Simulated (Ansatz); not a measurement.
## AsH$_{2}$⁻: how the As–H bond energy moves with the basis

AsH2⁻, singlet; coordinates (Å): As 0.000 -0.028 0.000; H 0.000 1.053 -1.097; H 0.000 1.053 1.097. Quantity: As–H bond energy, to AsH⁻ (doublet) + H.

Ansatz 0.2.0, basis aug-cc-pVDZ or aug-cc-pVTZ; geometries are PBE0/def2-TZVP minima. Wave-function levels freeze the cores with the filled d shells of p-block atoms; HF, MP2 and coupled cluster are restricted for singlets and unrestricted otherwise, atoms included (their steps beyond CCSDT(Q) come from restricted open-shell runs), restricted open-shell where a d shell is frozen, Kohn–Sham unrestricted where that lies lower. MRCISD+Q stands on CASSCF in the full valence space, and MRCISD+Q is size-consistent only roughly. The reference is CCSDT(Q) or CCSDTQ (coupled cluster only where its series has nearly closed). Semilocal and hybrid functionals correlate all electrons outside any core potential and usually lie nearer their basis limit than the reference, so part of their error here is the reference's basis and frozen-core error; RPA and the MP2 part of double hybrids freeze the same cores as the reference. None of these values is a measured one. Energies are electronic, without zero-point terms. No spin–orbit coupling and no scalar relativity. The species are chosen: bound, without strong static correlation by their natural occupations or amplitudes, in their lowest spin state as far as vertical gaps and like structures tell, and with a ladder that closes on the reference, so errors are smaller than for species at large; levels whose determinant breaks symmetry or spin markedly are left out.

```csv
level,aug-cc-pVDZ (kcal/mol),aug-cc-pVTZ (kcal/mol)
reference,75.7 (CCSDTQ),77.7 (CCSDT(Q))
CCSD,74.9,76.9
CCSD(T),75.7,77.7
CCSDT,75.7,77.6
MRCISD+Q,75.4,77.5
PBE,76.3,76.8
B3LYP,77.0,77.7
B2PLYP,76.1,77.3
```

From aug-cc-pVDZ to aug-cc-pVTZ the reference moves by 2.0 kcal/mol and PBE by 0.5; the step from CCSD(T) to the reference is 0.0 in the first and 0.0 in the last.
